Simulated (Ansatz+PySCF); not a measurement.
A calculation with Ansatz (development build ahead of 0.2.0).

```yaml
crystal:
  periodic: [false, false, false]
  atoms:
    - { symbol: O, position_ang: [0.0, 0.0, -0.8615] }
    - { symbol: O, position_ang: [0.0, 0.0, 0.8615] }
basis:
  gaussian: { orbitals: STO-3G }
magnetization:
  initial_magnetization: 2
hamiltonian:
  xc: hf
correlation:
  method: mp2
  frozen_orbitals: { O: 1 }
scf:
  omitted_lower_state_checks: [stability, starts, atomic_configurations, cluster_reference, orbital_swaps, given_window_search, neighbouring_geometries, increment]
```

The input is written out in the form of the current development build from the run's settings. Correlation on restricted open-shell orbitals is semicanonical, with singles.

Results

* Converged: yes
* Reference energy: -147.37400 hartree
* Correlation energy: -0.32181 hartree
* Total energy: -147.69581 hartree
* Spin squared of the determinant: 2.000
* Occupied orbitals by symmetry in an Abelian subgroup (alpha; beta): 3 Ag 2 B1u 1 B2g 1 B2u 1 B3g 1 B3u; 3 Ag 2 B1u 1 B2u 1 B3u

The reference isn't the lowest determinant (another lies 4.01 eV lower), but the same method gives a higher total on the lower determinant. Caution: large amplitudes, a single reference is doubtful; an unrestricted determinant lies well below.
